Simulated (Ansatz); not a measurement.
**CH5BS (SMILES CBS): a rigid scan of the bond length B2–S3**

One table from this session's results is given with a row withheld; the runs are named, their logs left out.

The runs use Ansatz 0.2.0, Gaussian basis; single points in def2-TZVPP.

Levels: PBE-D4, r2SCAN-D4, PBE0-D4, B3LYP-D4, wB97M-V, Hartree-Fock, MP2, CCSD, CCSD(T). The scan takes 1.533, 1.585, 1.662, 1.752, 1.851, 1.958, 2.072, 2.192, 2.317 Å.

Correlated methods freeze the cores. B3LYP uses VWN-RPA correlation.

27 further runs of the same task are left out: 27 set aside as unsound or not needed.

## Where the work starts

The minimum, relaxed at PBE0-D4: SMILES `CBS`, 8 atoms, charge 0, spin multiplicity 1.

Atoms are counted from 1 here; the program's logs count them from 0.

Bond lengths: C1–B2 1.558 Å, C1–H4 1.096 Å, C1–H5 1.096 Å, C1–H6 1.092 Å, B2–S3 1.782 Å, B2–H7 1.195 Å, S3–H8 1.343 Å. Angles: B2–C1–H4 109.5°, B2–C1–H5 109.5°, B2–C1–H6 115.2°, H4–C1–H5 105.3°, H4–C1–H6 108.4°, H5–C1–H6 108.4°, C1–B2–S3 119.7°, C1–B2–H7 121.8°, S3–B2–H7 118.5°, B2–S3–H8 98.9°.

Geometry (Å):

```xyz
8

C    -0.6327    0.8479   -0.2658
B     0.3426   -0.3618   -0.1543
S     0.5981   -1.1480    1.4245
H    -1.4139    0.6227   -1.0011
H    -0.0968    1.7144   -0.6703
H    -1.1133    1.1446    0.6683
H     0.9323   -0.7852   -1.1038
H     1.4758   -2.0917    1.0468
```

Energies of the minimum (eV), from earlier single points: PBE-D4 -12624.64953, r2SCAN-D4 -12630.16260, PBE0-D4 -12625.99888, B3LYP-D4 -12633.10285, wB97M-V -12630.23637, CCSD(T) -12614.84090.

At the minimum the bond length B2–S3 is 1.782 Å.

Set-up of the first run:

The input, ccsdt-tzvpp/in.yaml:

```yaml
crystal:
  periodic: [false, false, false]
  atoms:
    - {symbol: C, position_ang: [-0.632711, 0.847926, -0.265769]}
    - {symbol: B, position_ang: [0.342611, -0.361826, -0.154305]}
    - {symbol: S, position_ang: [0.562391, -1.038109, 1.203792]}
    - {symbol: H, position_ang: [-1.413862, 0.622676, -1.001100]}
    - {symbol: H, position_ang: [-0.096794, 1.714406, -0.670285]}
    - {symbol: H, position_ang: [-1.113267, 1.144572, 0.668322]}
    - {symbol: H, position_ang: [0.932322, -0.785187, -1.103838]}
    - {symbol: H, position_ang: [1.440086, -1.981778, 0.826129]}
basis:
  gaussian: {orbitals: def2-TZVPP}
correlation: {method: ccsd_t}
```

No record of the launch command was kept for these runs.

Among the steps run: B2–S3 = 1.533 Å; B2–S3 = 1.585 Å; B2–S3 = 1.662 Å; B2–S3 = 1.752 Å; B2–S3 = 1.851 Å; B2–S3 = 1.958 Å; B2–S3 = 2.072 Å; B2–S3 = 2.192 Å; B2–S3 = 2.317 Å.

One table of the session follows, with a row left open; its other results are not shown here.

Energies less that of the minimum at the same level (kJ/mol):

```
bond length (Å)  PBE-D4  PBE0-D4  B3LYP-D4  wB97M-V  Hartree-Fock
          1.533   103.6    100.9     103.6    102.0         118.5
          1.585    60.0     57.6      59.9     58.4          70.3
          1.662    20.4     18.7      20.3     19.2          25.5
          1.752     1.5      1.0       1.5      1.1           2.5
1.782 (minimum)     0.0      0.0       0.0      0.0           0.0
          1.851     3.3      4.5       3.4      4.3           1.8
          1.958    21.8     25.3      22.2     24.8          19.6
          2.072       ?        ?         ?        ?             ?
          2.192    90.4     99.4      91.7     98.9          91.7
          2.317   132.2    144.3     133.9    144.4         137.5
```

Estimate the missing values for bond length (Å) = 2.072.

Worked estimate for «PBE-D4». A straight line through the neighbours (1.958, 21.8) and (2.192, 90.4) gives 21.8 + (90.4 − 21.8) × (2.072 − 1.958) / (2.192 − 1.958) = 55.2; a parabola fitted to 4 rows on both sides gives 52.4.

**Answer.** PBE-D4: 52.4; PBE0-D4: 58.4; B3LYP-D4: 53.2; wB97M-V: 57.8; Hartree-Fock: 51.1. In «PBE-D4» the line misses by +2.8 and the parabola by 0.0.
